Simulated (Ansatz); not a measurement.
`[CH3][AlH][SiH3]`, charge 0, multiplicity 1.

Question: Give a relaxed structure at PBE0-D4/def2-TZVP (Ansatz). (Best estimate.)

Answer: Computed: 
Z-matrix (Å, degrees):
```
C
Al 1 1.953
H 1 1.092 2 113.7
H 1 1.096 2 110.5 3 -121.7
H 1 1.096 2 110.2 3 121.3
Si 2 2.461 1 120.6 3 -1.5
H 2 1.593 1 118.9 3 178.7
H 6 1.490 2 114.1 1 179.6
H 6 1.494 2 110.9 1 58.4
H 6 1.494 2 110.7 1 -59.3
```
Point group Cs.
This is one stationary point; other conformers may exist.
